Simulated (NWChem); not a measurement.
Correlation energy of ammonia (H$_{3}$N)

SMILES: N
```xyz
4

N      0.0016     0.1283     0.0000
H     -0.4728    -0.2934     0.8124
H     -0.4728    -0.2934    -0.8124
H      0.9343    -0.3110     0.0000
```
Charge 0, spin multiplicity 1.

All runs are NWChem calculations. All single points use one geometry, from PBE/def2-SVP, a minimum by its harmonic frequencies.

Basis set: STO-3G. Each correlation energy counts from its own Hartree-Fock reference.

The correlated methods keep 1 core orbital frozen. Coupled-cluster values serve here as a point of comparison, not as the truth.

Q: For the correlation energy, CCSD gives -68.5 mHa and CCSD+T(CCSD) gives -68.7 mHa. What do MP2, SCS-MP2 give?

A: MP2: -49.7 mHa; SCS-MP2: -56.9 mHa.
